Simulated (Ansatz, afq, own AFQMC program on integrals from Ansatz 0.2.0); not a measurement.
## Atomization energy of NH$_{3}$, singlet

| atom | x (Å) | y (Å) | z (Å) |
| --- | --- | --- | --- |
| N | 0.0003 | -0.0001 | -0.0667 |
| H | 0.9385 | 0.0130 | 0.3137 |
| H | -0.4826 | 0.8082 | 0.3055 |
| H | -0.4607 | -0.8202 | 0.3074 |

Atoms in their ground-state spins without spin–orbit coupling (mostly on UHF) minus the molecule (RHF), without zero-point energy. The geometry is a stationary point, not shown to be a minimum.

Basis 6-31G. Noble-gas cores (and the filled d shells of Ga–Kr and In–Xe) are frozen. AFQMC by an in-house program on the Cholesky factors that Ansatz 0.2.0 writes for its CCSD(T) run. The CISD trial takes its coefficients from CCSD amplitudes. Released means that phaseless walkers are propagated on without the constraint, phases kept. Free AFQMC starts from the CCSD state and is never constrained. Its projection time is finite, and what remains of the start isn't in its error. ± is one standard error of the sampling. The errors of all members are added in quadrature.

Full CI is exact in this basis; where marked, its frozen core comes from its own orbitals, which moves totals by up to a few meV.

Errors are counted within 6-31G, not against nature.

Cautions: NH₃ (singlet): full CI with its own frozen core; other spins of the molecule weren't checked.

```
level  atomization energy (eV)
 CCSD                   10.243
   HF                    7.665
```

(1) From these cheaper values, estimate the atomization energy at the reference level in 6-31G.

(1) 10.287 eV (full CI in 6-31G).

```json
{"level": "MP2", "atomization energy (eV)": "10.087", "error against FCI (eV)": "-0.201"}
{"level": "CCSD(T)", "atomization energy (eV)": "10.277", "error against FCI (eV)": "-0.010"}
{"level": "CCSDT", "atomization energy (eV)": "10.279", "error against FCI (eV)": "-0.008"}
{"level": "CCSDT(Q)", "atomization energy (eV)": "10.287", "error against FCI (eV)": "0.000"}
{"level": "CCSDTQ", "atomization energy (eV)": "10.287", "error against FCI (eV)": "0.000"}
{"level": "ph-AFQMC/HF", "atomization energy (eV)": "10.304 ± 0.028", "error against FCI (eV)": "0.017 ± 0.028"}
{"level": "ph-AFQMC/CISD", "atomization energy (eV)": "10.287 ± 0.004", "error against FCI (eV)": "-0.001 ± 0.004"}
{"level": "released AFQMC", "atomization energy (eV)": "10.288 ± 0.003", "error against FCI (eV)": "0.001 ± 0.003"}
{"level": "free AFQMC", "atomization energy (eV)": "10.285 ± 0.005", "error against FCI (eV)": "-0.002 ± 0.005"}
```

Correlation beyond CCSD(T) adds 0.010 eV. The perturbative (T) step is worth +0.034 eV.

CCSDT and higher add their correlation energy to the determinant of the CCSD(T) run, since their own runs factorise the integrals more tightly (a shift of under 2 meV). Free projections are given only where their last times agree within the noise and don't stop above the reference; a slow remainder of the start can still hide under it. A walk keeps the symmetry of its determinant, which the program's search chose and which needn't be the lowest solution, so a lower state of the same spin and another symmetry isn't excluded. Released energies are given only where the last usable release times agree within the noise; a slower fall can still hide under it.
